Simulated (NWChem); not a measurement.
A series in which one site is exchanged, each optimised at PBE0/def2-SVP with NWChem, gas phase unless a solvent is named. For some, no frequency run checked for a minimum. def2 effective core potentials on Zr, Te; no spin-orbit coupling.

A: FS(F)(F)F (SF4; site = S)
B: F[Te](F)(F)F (TeF₄; site = Te)
C: [Zr]([F])([F])([F])[F] (ZrF$_{4}$; site = Zr)
D: F[Si](F)(F)F (SiF₄; site = Si)

Rank them by static polarisability, PBE0/def2-SVPD (bohr³), lowest first.

D (22.9), A (28.8), C (34.8), B (39.8)
